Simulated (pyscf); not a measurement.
H₂Ge=Se + hydrogen (H₂) → H₂Se + germylene (GeH₂) [singlet], a concerted two-bond exchange (singlet surface; Ge–Se, H–H broken, H–Se, H–Se formed). PySCF, gas phase, ωB97X-D3(BJ)/def2-SVP geometries. Energies in kcal/mol from the separated reactants.

AM1 to PM7: differences of heats of formation from MOPAC, which are fitted to 298 K values and so differ in kind from electronic energies by zero-point and thermal terms. 

Quick PM3 single points give ΔE‡ = 32.1 kcal/mol and ΔE = +45.3 kcal/mol. What does ωB97M-D3(BJ)/def2-TZVP give, and how far is the quick result from it?

ωB97M-D3(BJ)/def2-TZVP gives ΔE‡ = 48.6 kcal/mol and ΔE = +21.6 kcal/mol. PM3 lies 16.5 kcal/mol under it in the barrier and 23.8 kcal/mol over it in the reaction energy, so on this step it does not hold to within 3.0 kcal/mol. At PM3 this geometry lies under one side, so its ΔE‡ may be no barrier of that level. ωB97M-D3(BJ)/def2-TZVP has limits of its own. On the product side the descent ends in an adduct with a Ge–Se contact, 20.1 kcal/mol under the separated species and 42.3 kcal/mol under the saddle at ωB97X-D3(BJ)/def2-TZVP. What is counted as broken (Ge–Se) persists as a longer contact in the product adduct; parting that adduct is a step of its own. At ωB97X-D3(BJ)/def2-TZVP the barrier from the zero used here is 51.5 kcal/mol. The same reactants have a lower exit, to H₃Ge–SeH (barrier +28.1 kcal/mol at ωB97M-D3(BJ)/def2-TZVP, against +48.6 kcal/mol here). One saddle was located; it need not be the lowest between these sides. In the def2 sets elements up to Kr have no core potential.
